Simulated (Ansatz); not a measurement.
# fcc Ag

Method: LDA in Ansatz (plane waves, PAW).

Numerical settings: plane-wave cutoff 500 eV, 24×24×1 k mesh (along the axes of the cell as run), Fermi–Dirac smearing 0.1 eV, scalar-relativistic PAW data made under PBE.

Cell: relaxed at this level.

| Property | Value |
|---|---|
| surface energy of the (111) face | 1.18 J/m² |
| work function of the (111) face | 4.89 eV |

The slab of 6 atoms is relaxed and unreconstructed.

The computed numbers hold no vibrational or temperature effects.

The result took very roughly 6 core-minutes.

Ansatz is a first-principles code.
